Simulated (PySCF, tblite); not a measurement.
Isomers of C6H7 (doublet state). Computed with GFN2-xTB (tblite): harmonic, unscaled wavenumbers at the GFN2-xTB geometry, gas phase. Errors from tens to a few hundred cm⁻¹ against measured bands are possible. One conformer each. Open shells enter through the occupations alone, without spin polarisation, and single modes of such species can be off by tens of per cent.

Electronic energies: B3LYP/pcH-1 single points on the GFN2-xTB geometries (PySCF, gas phase).

```json
{"SMILES": "[CH2]C#CC1CC1", "electronic energy, lowest = 0 (kcal/mol)": "17.9"}
{"SMILES": "C[C@H]1C=[C]C=C1", "electronic energy, lowest = 0 (kcal/mol)": "13.9"}
{"SMILES": "[CH2]/C=C\\C#CC", "electronic energy, lowest = 0 (kcal/mol)": "0.0"}
{"SMILES": "C=C[C@@]12[CH][C@@H]1C2", "electronic energy, lowest = 0 (kcal/mol)": "38.8"}
{"SMILES": "C=C=[C]C(=C)C", "electronic energy, lowest = 0 (kcal/mol)": "4.2"}
{"SMILES": "C=[C][C@H]1C=C1C", "electronic energy, lowest = 0 (kcal/mol)": "50.2"}
{"SMILES": "C#CC1([CH2])CC1", "electronic energy, lowest = 0 (kcal/mol)": "35.0"}
```

Question: How do GFN2-xTB zero-point energies change the relative energies?

Answer: 
```
                 SMILES  ZPE (kcal/mol)  of it from modes above 1550 cm⁻¹  electronic (kcal/mol)  with ZPE, lowest = 0 (kcal/mol)  lowest mode (cm⁻¹)  rings
         [CH2]/C=C\C#CC            64.0                              33.7                    0.0                              0.0                   5      0
          C=C=[C]C(=C)C            63.5                              36.1                    4.2                              3.8                  88      0
       C[C@H]1C=[C]C=C1            66.5                              33.0                   13.9                             16.4                 154      1
          [CH2]C#CC1CC1            64.6                              34.1                   17.9                             18.5                 115      1
        C#CC1([CH2])CC1            63.9                              34.9                   35.0                             34.9                 157      1
C=C[C@@]12[CH][C@@H]1C2            65.0                              33.1                   38.8                             39.8                 133      2
       C=[C][C@H]1C=C1C            63.0                              35.3                   50.2                             49.3                  83      1
```

The zero-point energies span 3.5 kcal/mol, from `C=[C][C@H]1C=C1C` to `C[C@H]1C=[C]C=C1`. The order is unchanged.

Question: And how do the electronic energies of GFN2-xTB itself compare?

Answer: `[CH2]/C=C\C#CC` 0.0; `C=C=[C]C(=C)C` 4.7; `C[C@H]1C=[C]C=C1` 6.8; `[CH2]C#CC1CC1` 7.4; `C#CC1([CH2])CC1` 22.8; `C=C[C@@]12[CH][C@@H]1C2` 28.6; `C=[C][C@H]1C=C1C` 45.9 kcal/mol, lowest = 0. Against the energies above, taken from the same isomer `[CH2]/C=C\C#CC`, the largest difference is 12.2 kcal/mol.

Question: What do entropy and thermal enthalpy add at 298.15 K and 1 bar (rigid rotor, harmonic oscillator, one conformer each)?

Answer: 
| SMILES | point group | symmetry number | S (cal/(mol K)) | H − H(0) (kcal/mol) | ZPE + H − H(0) − TS (kcal/mol) |
| --- | --- | --- | --- | --- | --- |
| C=C=[C]C(=C)C | Cs | 1 | 85.6 | 5.42 | 43.4 |
| [CH2]C#CC1CC1 | Cs | 1 | 82.2 | 4.98 | 45.0 |
| C#CC1([CH2])CC1 | Cs | 1 | 80.2 | 4.90 | 44.8 |
| C=C[C@@]12[CH][C@@H]1C2 | C1 | 1 | 77.0 | 4.34 | 46.3 |
| C=[C][C@H]1C=C1C | C1 | 1 | 85.2 | 5.29 | 42.9 |

S holds R ln(2S + 1) for the spin.

Not tabulated: `[CH2]/C=C\C#CC` (lowest mode only 5 cm⁻¹); `C[C@H]1C=[C]C=C1` (point group not settled).
